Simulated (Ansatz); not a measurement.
Molecule: BCl$_{2}$, charge 0, multiplicity 2. It need not be the lowest isomer of its formula. 
Structure (B3LYP-D3(BJ)/def2-TZVP (Ansatz, a quantum-chemistry and plane-wave program) minimum search):
```xyz
3

B     -0.0053     0.6863    -0.0382
Cl     1.5376    -0.0889     0.0100
Cl    -1.5361    -0.1130     0.0012
```
Charge 0, spin multiplicity 2.

Quantity: atomisation energy (electronic, to ground-state atoms), in eV. Valence correlation only, unless marked. UHF or UKS for open shells. Spin-orbit coupling is left out. Non-relativistic. The coupled-cluster limit lacks core correlation, which all-electron functionals hold. CBS(X,Y): correlation extrapolated as X^-3; Hartree-Fock from the larger set.

```json
[
 {"level": "PBE-D3(BJ)/def2-TZVPD", "program": "Ansatz + dftd3", "atomisation energy (eV)": "9.48"},
 {"level": "r2SCAN-D4/def2-TZVPD", "program": "Ansatz + dftd4", "atomisation energy (eV)": "9.37"},
 {"level": "B97M-V/def2-TZVPD", "program": "Ansatz", "atomisation energy (eV)": "9.23"},
 {"level": "PBE0/def2-SVP", "program": "Ansatz", "atomisation energy (eV)": "9.33"},
 {"level": "LC-wPBE/def2-TZVPD", "program": "Ansatz", "atomisation energy (eV)": "8.95"},
 {"level": "MP2/STO-3G", "program": "Ansatz", "atomisation energy (eV)": "8.73"},
 {"level": "MP2/CBS(cc-pV(T+d)Z,cc-pV(Q+d)Z)", "program": "Ansatz", "atomisation energy (eV)": "9.41"},
 {"level": "SCS-MP2/6-31G*", "program": "Ansatz", "atomisation energy (eV)": "8.31"},
 {"level": "CCSD(T)/cc-pV(D+d)Z", "program": "Ansatz", "atomisation energy (eV)": "8.06"},
 {"level": "CCSD(T)/CBS(cc-pV(T+d)Z,cc-pV(Q+d)Z)", "program": "Ansatz", "atomisation energy (eV)": "8.81"}
]
```
